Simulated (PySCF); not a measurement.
HCN: bending curve

These are results of PySCF, PBE0, basis C def2-TZVP, N def2-TZVP, H def2-TZVP (no relativity, density fitting), not measurements.

Rigid scan from the singlet minimum (C–H 1.069 Å, C–N 1.146 Å; H–C–N 180.0°). Coordinate: the N–C–H angle, bonds fixed. Energies in kJ/mol from the minimum.

**Question.** Predict the curve at 80, 90, 100, 110, 120, 130, 140, 150, 160, 170, 180.

**Answer.** 
| bond angle (°) | E (kJ/mol) | dipole size (D) |
| --- | --- | --- |
| 80 | 207.2 | 1.21 |
| 90 | 183.7 | 1.45 |
| 100 | 154.2 | 1.73 |
| 110 | 122.9 | 2.02 |
| 120 | 92.7 | 2.28 |
| 130 | 65.6 | 2.51 |
| 140 | 42.5 | 2.69 |
| 150 | 24.1 | 2.84 |
| 160 | 10.8 | 2.95 |
| 170 | 2.7 | 3.01 |
| 180 | 0.0 | 3.03 |
